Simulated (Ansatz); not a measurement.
The input, for Ansatz 0.2.0:

```yaml
crystal:
  periodic: [false, false, false]
  atoms:
    - {symbol: H, position_ang: [-2.400570, 0.047936, 0.000000]}
    - {symbol: H, position_ang: [-1.558570, 0.047936, 0.000000]}
    - {symbol: Si, position_ang: [0.123430, 0.047936, 0.000000]}
    - {symbol: H, position_ang: [0.519864, -1.431577, 0.000000]}
basis:
  gaussian: {orbitals: 6-31G}
magnetization: {spin_polarized: true, initial_magnetization: 1}
correlation: {method: ccsdtq, electrons: outside_noble_gas}
```

```sh
$ ansatz run in.yaml --threads 1 --pin off --events-out ev --progress --plain --max-ram 2393MiB
```

The program prints:

```
389 factors; integrals over basis functions are off by at most 7.4e-8 eV
mean field evaluation 1: about -7903.9635 eV, gradient 6.2e0 eV
mean field evaluation 2: about -7903.9636 eV, gradient 6.2e0 eV
mean field evaluation 4: about -7904.4301 eV, gradient 4.0e-1 eV
mean field evaluation 8: about -7904.4405 eV, gradient 9.0e-3 eV
mean field evaluation 16: about -7904.4330 eV, gradient 1.8e-1 eV
mean field evaluation 32: about -7904.4405 eV, gradient 7.2e-6 eV
mean field evaluation 64: about -7904.4367 eV, gradient 3.1e-1 eV
mean field evaluation 96: about -7902.0824 eV, gradient 1.2e-3 eV
mean field evaluation 128: about -7901.4333 eV, gradient 6.2e-2 eV
mean field evaluation 160: about -7902.0230 eV, gradient 1.4e0 eV
...
cycle  11  -2.09597412 eV  change   -7.5e-5 eV  update   2.1e-4
cycle  12  -2.09606459 eV  change   -9.0e-5 eV  update   9.8e-5
cycle  13  -2.09600843 eV  change    5.6e-5 eV  update   5.1e-5
cycle  14  -2.09598890 eV  change    2.0e-5 eV  update   3.3e-5
cycle  15  -2.09599246 eV  change   -3.6e-6 eV  update   1.4e-5
cycle  16  -2.09600185 eV  change   -9.4e-6 eV  update   7.0e-6
cycle  17  -2.09600604 eV  change   -4.2e-6 eV  update   2.8e-6
cycle  18  -2.09600528 eV  change    7.5e-7 eV  update   2.1e-6
cycle  19  -2.09600375 eV  change    1.5e-6 eV  update   1.1e-6
cycle  20  -2.09600331 eV  change    4.4e-7 eV  update   7.4e-7
Total energy: -7906.53654699 eV, -290.5598588590 hartree
```

For the same geometry and basis full CI lies 0.0 meV higher.

Ran on 1 thread of Intel Xeon Platinum 8375C, shared host: 15 s wall, 0.15 GiB peak host memory.
